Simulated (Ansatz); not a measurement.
Born–Oppenheimer molecular dynamics of AlH4PSi (7 atoms, charge 0, multiplicity 1). It starts from a relaxed structure.

Level of theory: Ansatz 0.2.0, RKS B3LYP/def2-SVP.

```
ensemble        : NVT, Langevin thermostat
time step       : 3 fs
steps asked     : 40
set temperature : 400 K
friction        : 0.02 /fs
seed            : 211775
```

First frame:

```xyz
7
Properties=species:S:1:pos:R:3
Al -1.167 -0.567 -0.550
Si 0.314 1.014 0.369
P 0.612 -1.300 0.778
H -2.322 -1.096 -1.487
H 1.451 1.718 -0.293
H -0.015 1.662 1.671
H 1.187 -1.500 -0.533
```

(1) How far do the bonds stretch over the last three quarters of this one trajectory? (Pairs bonded in most of those frames.)

Answers

(1) 
```tsv
bond	mean (Å)	spread (Å)	shortest	longest
Al1–Si2	2.395	0.119	2.21	2.55
Al1–P3	2.367	0.096	2.24	2.52
Al1–H4	1.586	0.035	1.51	1.66
Si2–P3	2.361	0.054	2.24	2.46
Si2–H5	1.496	0.045	1.43	1.58
Si2–H6	1.498	0.039	1.44	1.55
P3–H7	1.451	0.035	1.38	1.53
```

Mean temperature of the second half: 419 K. A step of 3 fs is long for free X–H stretches (periods near 10 fs) and can bias their spread and the temperature. A run of 0.12 ps of so small a system gives no equilibrium averages.

Run time: 73 s on 1 thread of Arm Neoverse V1, with other jobs on the host, peak memory 0.25 GiB.
